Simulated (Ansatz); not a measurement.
# C2H3NO: geometry optimisation, by script

What geometry does C2H3NO take? A script is to give a geometry optimisation; the system is C2H3NO.

Computed with the Python package of Ansatz 0.2.0. Level of theory: Hartree-Fock/def2-SVP.

## Step 1: The system

Bond lengths: C1–O2 1.352 Å, O2–C3 1.326 Å, C3–N4 1.141 Å, C1–H5 1.125 Å, C1–H6 1.119 Å, C1–H7 1.135 Å. Angles: C1–O2–C3 107.8°, O2–C1–H5 114.1°, O2–C1–H6 114.9°, O2–C1–H7 109.3°, H5–C1–H6 108.6°, H5–C1–H7 105.2°, H6–C1–H7 103.8°, O2–C3–N4 174.0°.

The script holds or builds the structure itself.

## Step 2: Script

The input, run_opt.py:

```python
"""Minimum-energy structure of C2H3NO."""

import ansatz
import numpy as np

geometry_ang = [
    ("C", (-0.2512, 0.6446, -0.2751)),
    ("O", (0.9197, -0.0144, -0.1264)),
    ("C", (0.6571, -1.1858, 0.4369)),
    ("N", (0.5477, -2.1986, 0.9499)),
    ("H", (-0.9857, 0.1296, -0.9546)),
    ("H", (-0.7712, 0.9034, 0.6813)),
    ("H", (-0.0552, 1.6531, -0.7578)),
]
mol = ansatz.Crystal.molecule()
for symbol, xyz in geometry_ang:
    mol = mol.atom(symbol, xyz)

calc = mol.calculation()
calc = calc.basis(gaussian="def2-SVP")
calc = calc.functional("hf")
symbols = [site.symbol for site in mol.cartesian_sites]
start = np.array([site.position_ang for site in mol.cartesian_sites], dtype=float)
def progress(event):
    if event["event"] == "relax_step":
        row = event["data"]
        print(f"step {row['step']:3d}  E = {row['lagrangian_ev']:.6f} eV  largest force component {row['allowed_force_max_ev_ang']:.4f} eV/A")


summary = calc.relax(force_tolerance=0.005).session().plan().execute(on_event=progress).report
end = np.array(summary["positions_ang"])

print("reference energy %16.6f eV" % summary["reference_energy_ev"])
print("total energy     %16.6f eV" % summary["free_energy_ev"])
print("occupied orbitals outside the frozen core (up, down):", summary["n_occupied"], " frozen:", summary["n_frozen"], " virtual:", summary["n_virtual"])

print("final positions (A) and the move of each atom")
for symbol, xyz, old in zip(symbols, end, start):
    print(f"{symbol:2s} {xyz[0]:10.5f} {xyz[1]:10.5f} {xyz[2]:10.5f}   {np.linalg.norm(xyz - old):7.4f}")

charges = summary["charge_distribution"]
dipole = np.array(charges["dipole_moment_e_ang"]) * 4.803205
print("dipole (D): {:.3f} {:.3f} {:.3f}, length {:.3f}".format(*dipole, np.linalg.norm(dipole)))
print("atom  Mulliken   Lowdin")
for symbol, m, l in zip(symbols, charges["mulliken_charges_e"], charges["lowdin_charges_e"]):
    print(f"{symbol:4s} {m:9.3f} {l:8.3f}")
with open("c2h3no_opt.xyz", "w") as handle:
    handle.write(f"{len(symbols)}\nrelaxed C2H3NO\n")
    handle.writelines(f"{s:2s} {x:11.6f} {y:11.6f} {z:11.6f}\n" for s, (x, y, z) in zip(symbols, end))
```

## Step 3: What the engine is handed

The package turns the script's settings into the engine's input:

```yaml
crystal:
  periodic: [false, false, false]
  atoms:
    - { symbol: C, position_ang: [-0.2512, 0.6446, -0.2751] }
    - { symbol: O, position_ang: [0.9197, -0.0144, -0.1264] }
    - { symbol: C, position_ang: [0.6571, -1.1858, 0.4369] }
    - { symbol: "N", position_ang: [0.5477, -2.1986, 0.9499] }
    - { symbol: H, position_ang: [-0.9857, 0.1296, -0.9546] }
    - { symbol: H, position_ang: [-0.7712, 0.9034, 0.6813] }
    - { symbol: H, position_ang: [-0.0552, 1.6531, -0.7578] }
basis:
  gaussian:
    orbitals: def2-SVP
hamiltonian:
  xc: hf
relax:
  f_tol: 0.005
```

## Step 4: Launch

The run is started by

```bash
python run_opt.py
```

Without the output at hand: what should come out? Wanted: total energy; dipole moment; moves of the relaxation; energy gained; last largest force component.

**Answer**, as computed:

| quantity | value |
| --- | --- |
| total energy | -5621.6565 eV |
| dipole moment | 4.72 D |
| moves of the relaxation | 6 |
| energy gained | 0.411 eV |
| last largest force component | 0.0016 eV/Å |

**Reading.** The relaxation took 6 moves; the largest shift is 0.097 Å, of atom 1 (C). Notes:
- The end point is the stationary point reached from this start; no frequency run checks that it is a minimum, and the basis set is modest.
- The Löwdin charges here are taken after orthogonalising the functions within each atom; they differ from plain Löwdin charges, and their signs can be unphysical.
